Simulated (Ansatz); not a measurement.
H₂O beside NH₃: relaxation of the pair.

in.yaml

```yaml
crystal:
  periodic: [false, false, false]
  atoms:
    - {symbol: O, position_ang: [0.136389, 0.316564, -1.904546]}
    - {symbol: H, position_ang: [-0.404344, -0.428859, -2.221618]}
    - {symbol: H, position_ang: [0.062996, 0.215527, -0.920479]}
    - {symbol: N, position_ang: [0.022967, -0.010715, 0.962939]}
    - {symbol: H, position_ang: [0.896219, -0.466847, 1.259491]}
    - {symbol: H, position_ang: [0.023688, 0.914059, 1.414214]}
    - {symbol: H, position_ang: [-0.737916, -0.539830, 1.409898]}
basis:
  gaussian: {orbitals: def2-TZVP}
hamiltonian: {xc: pbe0, dispersion: d4}
relax: {f_tol: 0.005, max_steps: 200}
```

An equivalent command:

```bash
ansatz run in.yaml --threads 2 --pin off --events-out ev --progress --plain
```

Output of Ansatz 0.2.0:

```
Functional definition: PBE0
  name "PBE0"
  cite "Adamo & Barone, J. Chem. Phys. 110, 6158 (1999) doi:10.1063/1.478522"
  cite "Perdew, Burke & Ernzerhof, Phys. Rev. Lett. 77, 3865 (1996) doi:10.1103/PhysRevLett.77.3865"
  parent pbe
  parameter a = 0.25
  parameter kappa = 0.804
  parameter beta = 0.06672455060314922
  exchange = (1 - a)*pbe_x(kappa = kappa, mu = beta*pi^2/3) + a*exact_x
  correlation = pbe_c(beta = beta)
526 factors; their error is unknown
mean field evaluation 1: about -3608.1278 eV, gradient 7.0e1 eV
mean field evaluation 2: about -3600.1320 eV, gradient 9.4e1 eV
mean field evaluation 4: about -3616.3949 eV, gradient 3.7e0 eV
mean field evaluation 8: about -3616.4190 eV, gradient 4.7e-2 eV
mean field evaluation 16: about -3616.4190 eV, gradient 2.9e-5 eV
mean field -3616.41902911 eV, -132.9009480229 hartree, gradient 2.9e-5 eV, S^2 0.000000; 0 other end points of the search recorded, 0 dependent functions left out
the calculation of the forces begins
reference -3616.41905218 eV, -132.9009488709 hartree; 10, 10 occupied and 82, 82 virtual orbitals, 526 factors
relax step   1: F+E_penalty+E_count = -3616.45173613 eV  Δ(F+E_penalty+E_count) = +0.000e0 eV  max|allowed force component| = 8.910e-1 eV/Å  Δτ_max = 0.0000 Å  (25 SCF iters, accepted)
relax step   2: F+E_penalty+E_count = -3616.47853226 eV  Δ(F+E_penalty+E_count) = -2.680e-2 eV  max|allowed force component| = 4.460e-1 eV/Å  Δτ_max = 0.0630 Å  (28 SCF iters, accepted)
relax step   3: F+E_penalty+E_count = -3616.48612702 eV  Δ(F+E_penalty+E_count) = -7.595e-3 eV  max|allowed force component| = 1.277e-1 eV/Å  Δτ_max = 0.0236 Å  (29 SCF iters, accepted)
relax step   4: F+E_penalty+E_count = -3616.48775225 eV  Δ(F+E_penalty+E_count) = -1.625e-3 eV  max|allowed force component| = 4.162e-2 eV/Å  Δτ_max = 0.0400 Å  (28 SCF iters, accepted)
relax step   5: F+E_penalty+E_count = -3616.48803022 eV  Δ(F+E_penalty+E_count) = -2.780e-4 eV  max|allowed force component| = 9.285e-3 eV/Å  Δτ_max = 0.0127 Å  (29 SCF iters, accepted)
relax step   6: F+E_penalty+E_count = -3616.48805658 eV  Δ(F+E_penalty+E_count) = -2.636e-5 eV  max|allowed force component| = 1.632e-3 eV/Å  Δτ_max = 0.0087 Å  (29 SCF iters, accepted)
relax step   7: F+E_penalty+E_count = -3616.48804414 eV  Δ(F+E_penalty+E_count) = +1.244e-5 eV  max|allowed force component| = 6.082e-2 eV/Å  Δτ_max = 0.0255 Å  (28 SCF iters, rejected (line search))
relax step   8: F+E_penalty+E_count = -3616.48808002 eV  Δ(F+E_penalty+E_count) = -2.345e-5 eV  max|allowed force component| = 5.950e-3 eV/Å  Δτ_max = 0.0123 Å  (29 SCF iters, accepted)
relax step   9: F+E_penalty+E_count = -3616.48748486 eV  Δ(F+E_penalty+E_count) = +5.952e-4 eV  max|allowed force component| = 2.255e-1 eV/Å  Δτ_max = 0.0443 Å  (27 SCF iters, rejected (line search))
relax step  10: F+E_penalty+E_count = -3616.48809814 eV  Δ(F+E_penalty+E_count) = -1.812e-5 eV  max|allowed force component| = 2.811e-3 eV/Å  Δτ_max = 0.0084 Å  (29 SCF iters, accepted)
relax step  11: F+E_penalty+E_count = -3616.48762433 eV  Δ(F+E_penalty+E_count) = +4.738e-4 eV  max|allowed force component| = 1.895e-1 eV/Å  Δτ_max = 0.0487 Å  (28 SCF iters, rejected (line search))
relax step  12: F+E_penalty+E_count = -3616.48811622 eV  Δ(F+E_penalty+E_count) = -1.808e-5 eV  max|allowed force component| = 4.756e-3 eV/Å  Δτ_max = 0.0107 Å  (29 SCF iters, accepted)
relax step  13: F+E_penalty+E_count = -3616.48805451 eV  Δ(F+E_penalty+E_count) = +6.172e-5 eV  max|allowed force component| = 7.350e-2 eV/Å  Δτ_max = 0.0247 Å  (28 SCF iters, rejected (line search))
relax step  14: F+E_penalty+E_count = -3616.48814008 eV  Δ(F+E_penalty+E_count) = -2.386e-5 eV  max|allowed force component| = 1.181e-2 eV/Å  Δτ_max = 0.0119 Å  (28 SCF iters, accepted)
relax step  15: F+E_penalty+E_count = -3616.48815746 eV  Δ(F+E_penalty+E_count) = -1.738e-5 eV  max|allowed force component| = 2.373e-2 eV/Å  Δτ_max = 0.0122 Å  (29 SCF iters, accepted)
relax step  16: F+E_penalty+E_count = -3616.48816942 eV  Δ(F+E_penalty+E_count) = -1.196e-5 eV  max|allowed force component| = 3.281e-2 eV/Å  Δτ_max = 0.0114 Å  (28 SCF iters, accepted)
relax step  17: F+E_penalty+E_count = -3616.48817246 eV  Δ(F+E_penalty+E_count) = -3.045e-6 eV  max|allowed force component| = 4.312e-2 eV/Å  Δτ_max = 0.0117 Å  (29 SCF iters, accepted)
relax step  18: F+E_penalty+E_count = -3616.48820120 eV  Δ(F+E_penalty+E_count) = -2.874e-5 eV  max|allowed force component| = 3.458e-2 eV/Å  Δτ_max = 0.0076 Å  (30 SCF iters, accepted)
relax step  19: F+E_penalty+E_count = -3616.48822609 eV  Δ(F+E_penalty+E_count) = -2.489e-5 eV  max|allowed force component| = 1.744e-2 eV/Å  Δτ_max = 0.0090 Å  (28 SCF iters, accepted)
relax step  20: F+E_penalty+E_count = -3616.48825204 eV  Δ(F+E_penalty+E_count) = -2.594e-5 eV  max|allowed force component| = 3.021e-2 eV/Å  Δτ_max = 0.0198 Å  (28 SCF iters, accepted)
relax step  21: F+E_penalty+E_count = -3616.48826916 eV  Δ(F+E_penalty+E_count) = -1.712e-5 eV  max|allowed force component| = 2.347e-2 eV/Å  Δτ_max = 0.0087 Å  (29 SCF iters, accepted)
relax step  22: F+E_penalty+E_count = -3616.48828278 eV  Δ(F+E_penalty+E_count) = -1.363e-5 eV  max|allowed force component| = 5.687e-3 eV/Å  Δτ_max = 0.0062 Å  (29 SCF iters, accepted)
relax step  23: F+E_penalty+E_count = -3616.48827559 eV  Δ(F+E_penalty+E_count) = +7.193e-6 eV  max|allowed force component| = 5.574e-2 eV/Å  Δτ_max = 0.0205 Å  (28 SCF iters, rejected (line search))
relax step  24: F+E_penalty+E_count = -3616.48819425 eV  Δ(F+E_penalty+E_count) = +8.853e-5 eV  max|allowed force component| = 3.701e-2 eV/Å  Δτ_max = 0.0103 Å  (29 SCF iters, rejected (line search))
relax step  25: F+E_penalty+E_count = -3616.48829312 eV  Δ(F+E_penalty+E_count) = -1.034e-5 eV  max|allowed force component| = 6.678e-4 eV/Å  Δτ_max = 0.0051 Å  (29 SCF iters, accepted)
Total energy: -3616.48831600 eV, -132.9034942693 hartree
Atom 0 at    -0.016121     0.384355    -1.873090 Å, force    -0.000668    -0.000414     0.000256 eV/Å
Atom 1 at    -0.248643    -0.429595    -2.322269 Å, force     0.000539     0.000161    -0.000396 eV/Å
Atom 2 at    -0.013127     0.163414    -0.923186 Å, force    -0.000100     0.000234     0.000065 eV/Å
Atom 3 at     0.050652    -0.041516     1.002546 Å, force     0.000170    -0.000034     0.000144 eV/Å
Atom 4 at     0.888490    -0.502288     1.335819 Å, force    -0.000088    -0.000093     0.000134 eV/Å
Atom 5 at     0.080348     0.915290     1.334096 Å, force     0.000187    -0.000058    -0.000045 eV/Å
Atom 6 at    -0.741599    -0.489761     1.445982 Å, force    -0.000042     0.000203    -0.000158 eV/Å
Dipole moment:    -0.052752    -0.373897     0.698465 e Å

[the SCF lines of later steps are left out]
```

The lines “mean field evaluation” count trial sets of orbitals through the whole run, from several starts and some on an approximate energy, so they need not fall steadily or lie above the final value.

Hardware: 2 CPU threads, shared host. Wall time about 17 s.
